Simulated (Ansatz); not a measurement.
## Ansatz (development build ahead of 0.2.0) run

```yaml
crystal:
  periodic: [false, false, false]
  atoms:
    - { symbol: F, position_ang: [-1.23048, -1.13737, 0.51494] }
    - { symbol: H, position_ang: [-0.17437, -0.24523, 0.17109] }
    - { symbol: F, position_ang: [0.62155, 0.36361, -0.01848] }
    - { symbol: H, position_ang: [0.77654, 1.00156, -0.63403] }
basis:
  gaussian: { orbitals: def2-SVP }
total_charge: 1
magnetization:
  spin_polarized: true
  initial_magnetization: 1
hamiltonian:
  xc: hf
output:
  forces: true
```

The input is written out in the form of the current development build from the run's settings.

Output:

```
Converged                       : yes
Total energy                    : -199.42383 hartree
Spin squared of the determinant : 0.753
Stability test                  : minimum
```

Forces (eV/Å):
```json
{"atom": "F1", "Fx": "0.134", "Fy": "0.106", "Fz": "-0.035"}
{"atom": "H2", "Fx": "0.135", "Fy": "0.491", "Fz": "-0.465"}
{"atom": "F3", "Fx": "-0.184", "Fy": "-2.204", "Fz": "2.342"}
{"atom": "H4", "Fx": "-0.085", "Fy": "1.607", "Fz": "-1.842"}
```
